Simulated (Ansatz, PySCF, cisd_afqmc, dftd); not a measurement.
Species: C2H3O, charge 0, doublet. C2H3O (SMILES C[C]=O, doublet).
B3LYP-D3(BJ)/def2-TZVP minimum from Ansatz (an electronic-structure program):
```
C
H 1 1.0907
H 1 1.0907 2 107.26
H 1 1.0931 2 110.55 3 120.60
C 1 1.5066 2 108.57 3 -117.14
O 5 1.1781 1 128.79 2 -121.85
```
Charge 0, spin multiplicity 2.

Property: enthalpy of formation at 298 K (by atomisation, with ideal-gas terms from PySCF's Hessian at B3LYP-D3(BJ)/def2-TZVP and the atoms' measured values of the G2/97 table; no spin-orbit terms), in kcal/mol. Open shells are spin-unrestricted; no spin-orbit coupling. Correlated methods leave the cores frozen. Rows without X2C or -DK are non-relativistic. The Monte Carlo rows (phaseless AFQMC, CISD trial, step 0.005/hartree) carry one-sigma bars that omit the constraint's bias. Outlying blocks are dropped, and bars are widened where a walk drifts. Over all cases where full CI ran beside it in this data, AFQMC minus full CI had a median of +0.1 mEh and passed +0.4 mEh in a tenth of the cases. CBS(X,Y): correlation extrapolated as X^-3, Hartree-Fock from the larger set. A bracket is a step between two methods taken in the basis named. The functionals are non-relativistic, so their misses hold any scalar relativity. Double hybrids freeze cores in their MP2 part. '+ core + X2C': CCSD(T) terms for core correlation (cc-pwCVTZ) and scalar relativity (cc-pVTZ-DK). Where a partner has so few electrons that a lower coupled-cluster level is exact, that level stands in.

Measured: -2.3 kcal/mol, -9.7 kJ/mol (Active Thermochemical Tables 1.112 (ions: stationary electron), as tabulated in the package chemicals); atomic spin-orbit terms, which the calculations lack, would raise the computed values.

```json
[
 {"level": "HF/cc-pVQZ", "program": "Ansatz", "enthalpy of formation at 298 K (kcal/mol)": "162.7", "error against that value": "165.0"},
 {"level": "B3LYP-D4/def2-TZVPD", "program": "Ansatz + dftd4", "enthalpy of formation at 298 K (kcal/mol)": "-4.6", "error against that value": "-2.3"},
 {"level": "CAM-B3LYP-D4/def2-TZVPD", "program": "Ansatz + dftd4", "enthalpy of formation at 298 K (kcal/mol)": "-6.4", "error against that value": "-4.1"},
 {"level": "wB97M-V/def2-TZVPD", "program": "Ansatz", "enthalpy of formation at 298 K (kcal/mol)": "-3.6", "error against that value": "-1.3"},
 {"level": "B2PLYP/def2-TZVPD", "program": "Ansatz", "enthalpy of formation at 298 K (kcal/mol)": "1.4", "error against that value": "3.7"},
 {"level": "B2GP-PLYP-D3(BJ)/def2-TZVPD", "program": "Ansatz + dftd3", "enthalpy of formation at 298 K (kcal/mol)": "3.4", "error against that value": "5.7"},
 {"level": "MP2/aug-cc-pVDZ", "program": "Ansatz", "enthalpy of formation at 298 K (kcal/mol)": "23.2", "error against that value": "25.5"},
 {"level": "MP2/aug-cc-pVTZ", "program": "Ansatz", "enthalpy of formation at 298 K (kcal/mol)": "-2.7", "error against that value": "-0.4"},
 {"level": "CCSD/aug-cc-pVDZ", "program": "Ansatz", "enthalpy of formation at 298 K (kcal/mol)": "46.4", "error against that value": "48.7"},
 {"level": "CCSD(T)/aug-cc-pVDZ", "program": "Ansatz", "enthalpy of formation at 298 K (kcal/mol)": "38.0", "error against that value": "40.3"},
 {"level": "CCSD(T)/CBS(aug-cc-pVTZ,aug-cc-pVQZ)", "program": "Ansatz", "enthalpy of formation at 298 K (kcal/mol)": "-0.9", "error against that value": "1.4"},
 {"level": "CCSDT(Q)/cc-pVDZ", "program": "Ansatz", "enthalpy of formation at 298 K (kcal/mol)": "41.3", "error against that value": "43.6"},
 {"level": "AFQMC/CISD/cc-pVDZ", "program": "cisd_afqmc", "enthalpy of formation at 298 K (kcal/mol)": "41.4 ± 0.3", "error against that value": "43.7"},
 {"level": "AFQMC/CISD/cc-pVTZ", "program": "cisd_afqmc", "enthalpy of formation at 298 K (kcal/mol)": "13.4 ± 0.3", "error against that value": "15.7"},
 {"level": "CCSD(T)/CBS(cc-pVTZ,cc-pVQZ) + [AFQMC/CISD - CCSD(T)]/cc-pVTZ + core + X2C", "program": "Ansatz + cisd_afqmc", "enthalpy of formation at 298 K (kcal/mol)": "-3.2 ± 0.3", "error against that value": "-0.9"},
 {"level": "CCSD(T)/CBS(cc-pVTZ,cc-pVQZ) + [CCSDT(Q) - CCSD(T)]/cc-pVDZ + core + X2C", "program": "Ansatz", "enthalpy of formation at 298 K (kcal/mol)": "-3.4", "error against that value": "-1.1"}
]
```
